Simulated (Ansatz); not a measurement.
## C2N2 (bisisocyanide): from total energies to a heat of formation

C2N2: 4 atoms, total charge 0, spin state singlet. SMILES: `[C-]#[N+][N+]#[C-]`. Geometry: relaxed at PBE0-D4/def2-TZVP.

Total energies at BLYP/cc-pVTZ (Ansatz 0.2.0); the atoms run unrestricted:

| species | state | energy (Eh) |
| --- | --- | --- |
| C2N2 | singlet | -185.580634 |
| C | triplet | -37.845500 |
| N | quartet | -54.586935 |

Harmonic wavenumbers at PBE0-D4/def2-TZVP, in cm⁻¹: 211, 211, 389, 389, 1002, 2103, 2329.

Measured heats of formation of the gaseous atoms at 298.15 K, in kJ/mol: C 716.9, N 472.4. Take 1 Eh = 2625.50 kJ/mol, 1 cm⁻¹ = 0.0119627 kJ/mol, RT = 2.479 kJ/mol.

Problem. Work out the heat of formation of the gas at 298 K.

Solution. 
1. Electronic atomisation energy: 2 × (-37.845500) + 2 × (-54.586935) − (-185.580634) = 0.715764 Eh = 1879.2 kJ/mol.
2. Zero-point energy: half the sum of the wavenumbers, 3317 cm⁻¹ = 39.7 kJ/mol.
3. Thermal vibrational enthalpy, Σ hcν̃/(exp(hcν̃/kT) − 1): 4.6 kJ/mol. Translation, rotation and pV of a linear molecule: 3.5 RT = 8.7 kJ/mol.
4. The 4 free atoms carry 5/2 RT each: 24.8 kJ/mol.
5. Atomisation enthalpy at 298 K: 1879.2 − 39.7 − 4.6 − 8.7 + 24.8 = 1851.0 kJ/mol.
6. Sum of the atoms' heats of formation: 2378.6 kJ/mol. Heat of formation: 2378.6 − 1851.0 = +527.6 kJ/mol.

The tabulated value is +613.0 kJ/mol (Active Thermochemical Tables), so this level is off by -85.4 kJ/mol, or 4.8 % of the atomisation enthalpy that the table implies (1765.6 kJ/mol). Gradient-corrected functionals often overbind somewhat. Anharmonicity and any spin-orbit splitting of the molecule are left out.
